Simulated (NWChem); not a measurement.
**C3H3F3 (SMILES FCC=C(F)F): levels of theory compared**

Wanted: a comparison of 4 runs (HF/STO-3G, HF/3-21G, B3LYP/6-31G*) of C3H3F3. 

The calculation is run with NWChem 7.3.0.

## 1. The structure to begin with

The species is C3H3F3 (9 atoms), meant as a singlet with charge 0. As SMILES, `FCC=C(F)F`. The coordinates come from a PBE0-D4/def2-TZVP relaxation. This is a higher conformer, about 10 kJ/mol above the lowest found by a separate search.

Bond lengths: F1–C2 1.389 Å, C2–C3 1.482 Å, C3–C4 1.319 Å, C4–F5 1.312 Å, C4–F6 1.310 Å, C2–H7 1.092 Å, C2–H8 1.094 Å, C3–H9 1.082 Å. Some angles: F1–C2–C3 110.4°, C2–C3–C4 123.0°, C3–C4–F5 125.6°, C3–C4–F6 124.7°, F5–C4–F6 109.8°, F1–C2–H7 107.9°, F1–C2–H8 106.9°, C3–C2–H7 111.5°, C3–C2–H8 110.9°, C2–C3–H9 119.8°.

## 2. Energy and forces at HF/STO-3G (run 1)

Contents of c3h3f3.nw:

```
START c3h3f3
memory 2200 mb
charge 0

GEOMETRY noautosym nocenter noautoz
 F     -0.358300    -2.020900    -0.611200
 C      0.505400    -0.954000    -0.400200
 C     -0.088900     0.010600     0.554900
 C     -0.480400     1.220700     0.203800
 F     -0.387500     1.733200    -1.000400
 F     -1.009200     2.099000     1.020000
 H      0.705000    -0.487800    -1.366900
 H      1.435700    -1.372200    -0.005400
 H     -0.233300    -0.274900     1.588400
END

BASIS spherical bse
 * library STO-3G
END

SCF
 thresh 1e-08
 maxiter 80
END

TASK scf gradient
```

Started as:

```console
$ nwchem c3h3f3.nw > c3h3f3.out
```

The program printed:

```text
[...]
  functions       =    33
[...]
  wavefunction    = RHF
[...]
         Total SCF energy =   -408.026070425289
      One-electron energy =  -1037.620036287546
      Two-electron energy =    393.936838190556
 Nuclear repulsion energy =    235.657127671701
        Time for solution =      1.4s
[...]
                         RHF ENERGY GRADIENTS
    atom               coordinates                        gradient
                 x          y          z           x          y          z
   1 F      -0.677089  -3.818947  -1.155001    0.005848   0.006799   0.002389
   2 C       0.955068  -1.802799  -0.756268   -0.003345   0.029277   0.014601
   3 C      -0.167997   0.020031   1.048609    0.009403  -0.022066  -0.023482
   4 C      -0.907824   2.306789   0.385126   -0.012461   0.039907  -0.010218
   5 F      -0.732269   3.275273  -1.890482   -0.005847  -0.014822   0.046621
   6 F      -1.907111   3.966535   1.927521    0.020698  -0.031385  -0.035104
   7 H       1.332257  -0.921808  -2.583066   -0.004541  -0.006452   0.002632
   8 H       2.713080  -2.593082  -0.010205   -0.008033  -0.003014  -0.000730
   9 H      -0.440873  -0.519486   3.001641   -0.001721   0.001756   0.003291
[...]
```

Run time: 2.1 s. Hardware: 1 thread of Intel Xeon 6975P-C (Granite Rapids), shared host; peak memory 0.1 GiB.

## 3. Energy and gradient at HF/3-21G (run 2)

Contents of m1.nw:

```
start m1
memory total 2200 mb
geometry units angstrom noautosym nocenter noautoz
 F     -0.358300    -2.020900    -0.611200
 C      0.505400    -0.954000    -0.400200
 C     -0.088900     0.010600     0.554900
 C     -0.480400     1.220700     0.203800
 F     -0.387500     1.733200    -1.000400
 F     -1.009200     2.099000     1.020000
 H      0.705000    -0.487800    -1.366900
 H      1.435700    -1.372200    -0.005400
 H     -0.233300    -0.274900     1.588400
end
basis spherical bse
 * library 3-21G
end
scf
 thresh 1e-08
 maxiter 80
 noprint "final vectors analysis"
end
task scf gradient
```

Started as:

```console
$ nwchem m1.nw > m1.out
```

The program printed:

```text
[...]
  functions       =    60
[...]
  wavefunction    = RHF
[...]
         Total SCF energy =   -411.378144465484
      One-electron energy =  -1037.789900013238
      Two-electron energy =    390.754627876053
 Nuclear repulsion energy =    235.657127671701
        Time for solution =      1.9s
[...]
                         RHF ENERGY GRADIENTS
    atom               coordinates                        gradient
                 x          y          z           x          y          z
   1 F      -0.677089  -3.818947  -1.155001    0.011170   0.014084   0.002316
   2 C       0.955068  -1.802799  -0.756268   -0.018913  -0.003786   0.007960
   3 C      -0.167997   0.020031   1.048609    0.008293  -0.026366  -0.006856
   4 C      -0.907824   2.306789   0.385126   -0.013338   0.045176  -0.014183
   5 F      -0.732269   3.275273  -1.890482   -0.003098  -0.006991   0.022042
   6 F      -1.907111   3.966535   1.927521    0.009024  -0.014753  -0.015177
   7 H       1.332257  -0.921808  -2.583066    0.000483   0.001602  -0.009719
   8 H       2.713080  -2.593082  -0.010205    0.007195  -0.006914   0.003339
   9 H      -0.440873  -0.519486   3.001641   -0.000815  -0.002050   0.010280
[...]
```

It took 2.7 s on 1 thread of Intel Xeon 6975P-C (Granite Rapids), shared host; peak memory 0.099 GiB.

Run 3 isn't shown in full; the table further down has it.

## 4. Energy and gradient at B3LYP/6-31G(d) (Cartesian functions) (run 4)

Contents of mymol.nw:

```
start mymol
title "C3H3F3 B3LYP"
memory stack 880 mb heap 220 mb global 1100 mb
charge 0

geometry units angstrom noautosym nocenter noautoz
  F     -0.358300    -2.020900    -0.611200
  C      0.505400    -0.954000    -0.400200
  C     -0.088900     0.010600     0.554900
  C     -0.480400     1.220700     0.203800
  F     -0.387500     1.733200    -1.000400
  F     -1.009200     2.099000     1.020000
  H      0.705000    -0.487800    -1.366900
  H      1.435700    -1.372200    -0.005400
  H     -0.233300    -0.274900     1.588400
end

basis
  * library 6-31G*
end

dft
  xc b3lyp
  mult 1
  grid fine
  convergence energy 1e-08
  iterations 100
  mulliken
end

task dft gradient
```

Started as:

```console
$ nwchem mymol.nw > mymol.out
```

The program printed:

```text
[...]
          Wavefunction type:  closed shell.
          No. of atoms     :     9
          No. of electrons :    48
[...]
          Charge           :     0
          Spin multiplicity:     1
[...]
          AO basis - number of functions:    96
[...]
              XC Information
              --------------
                         B3LYP Method XC Potential
                     Hartree-Fock (Exact) Exchange  0.200
                        Slater Exchange Functional  0.800 local
                    Becke 1988 Exchange Functional  0.720 non-local
              Lee-Yang-Parr Correlation Functional  0.810
                  VWN I RPA Correlation Functional  0.190 local
[...]
 d= 0,ls=0.0,diis     1   -415.4410995600 -6.51D+02  1.73D-02  1.47D+00     1.8
[...]
 d= 0,ls=0.0,diis    10   -415.5988930415 -4.26D-09  4.89D-07  2.95D-09    13.3
         Total DFT energy =     -415.598893041462
      One electron energy =    -1041.748986211372
           Coulomb energy =      439.323630203756
    Exchange-Corr. energy =      -48.830664705548
 Nuclear repulsion energy =      235.657127671701
[...]
      Total Density - Mulliken Population Analysis
     ---------------------------------------------
    Atom       Charge   Shell Charges
 -----------   ------   -------------------------------------------------------
    1 F    9     9.31   1.99  0.94  3.31  0.98  2.03  0.05
    2 C    6     5.99   1.99  0.70  2.03  0.53  0.68  0.05
    3 C    6     6.26   1.99  0.69  2.14  0.52  0.90  0.01
    4 C    6     5.44   1.99  0.72  1.91  0.27  0.49  0.07
    5 F    9     9.23   1.99  0.96  3.32  0.94  1.95  0.06
    6 F    9     9.23   1.99  0.95  3.32  0.94  1.96  0.06
    7 H    1     0.85   0.54  0.31
    8 H    1     0.86   0.54  0.32
    9 H    1     0.83   0.52  0.31
[...]
  wavefunction    = closed shell
[...]
```

Run time: 17 s. Hardware: 1 thread of Intel Xeon 6975P-C (Granite Rapids), shared host; peak memory 0.12 GiB.

## 5. Overview of the runs

```
run                               level  iteration cap  module  energy (Eh)  dipole moment (D)  HOMO energy (eV)  LUMO energy (eV)  wall time
  1                           HF/STO-3G             80     scf  -408.026070               1.03             -8.15              8.06      2.1 s
  2                            HF/3-21G             80     scf  -411.378144               1.95                 –                 –      2.7 s
  3  B3LYP/6-31G* (spherical functions)            100     dft  -415.593770               1.46             -7.29              0.30       15 s
  4  B3LYP/6-31G* (Cartesian functions)            100     dft  -415.598893               1.45             -7.29              0.30       17 s
```

## 6. Results

| quantity | value |
| --- | --- |
| run 4: total energy | -415.59889 Eh |
| run 4: dipole moment | 1.45 D |
| run 4: HOMO energy | -7.29 eV |
| run 4: LUMO energy | 0.30 eV |
| run 4: HOMO–LUMO gap | 7.59 eV |
| run 4: largest force on an atom | 0.739 eV/Å |

What this shows: The dipole moment (its size) runs from 1.03 D (HF/STO-3G) to 1.95 D (HF/3-21G). Over runs 1, 3, 4 the HOMO–LUMO gap runs from 7.59 eV (B3LYP/6-31G*) to 16.21 eV (HF/STO-3G). The two ends differ in method and basis. In run 1 the basis is minimal, so the values are rough. All runs together took 36 s, the longest 17 s.
